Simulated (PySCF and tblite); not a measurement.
C₃H₅NO, numbered as in [CH3:1][O:2][CH2:3][C:4]#[N:5].

Search: ETKDG and KDG, MMFF94s, GFN2-xTB, 90 starts; geometries at PBE0-D3(BJ)/def2-SVP. Free energies are PBE0-D3(BJ)/def2-TZVP single points with GFN2-xTB rigid-rotor and vibrational terms (modes under about 100 cm⁻¹ blended into free rotors). Symmetry numbers and mirror images are counted. Conformers within 4 kcal/mol (GFN2-xTB free energy) were kept, 5 at most. GIAO shieldings: PBE0/pcSseg-1. Shifts are against TMS (¹H), TMS (¹³C), NH3 (¹⁵N) at the same level. Codes: tblite and PySCF.

Task: What shifts does this protocol give at 298.15 K under fast conformational exchange?

Result: ¹H: 3.92 (H3, 2H), 3.38 (H1, 3H) ppm. ¹³C: 120.5 (C4), 58.5 (C1), 58.0 (C3) ppm. ¹⁵N: 316.6 (N5) ppm.

Task: How do the conformers differ?

Result: Torsions listed: C1–O2–C3–C4. Of a mirror pair one member is shown.
| conformer | shape | weight % |
| --- | --- | --- |
| 1 | -68° | 96.0 |
| 2 | 180° | 4.0 |

```
signal      1      2  average
    H1   3.38   3.27     3.38
    H3   3.93   3.64     3.92
    C1   58.4   59.3     58.5
    C3   58.0   57.9     58.0
    C4  120.5  120.5    120.5
    N5  316.7  312.7    316.6
```

Unscaled ¹⁵N shifts at such levels can be off by tens of ppm; differences between conformers or isomers are more reliable. Shifts are unscaled: against experiment ¹³C can be off by 15 ppm or more and ¹H by 0.8 ppm.


¹⁵N shifts are against a computed isolated NH3 molecule, about 20 ppm from the liquid.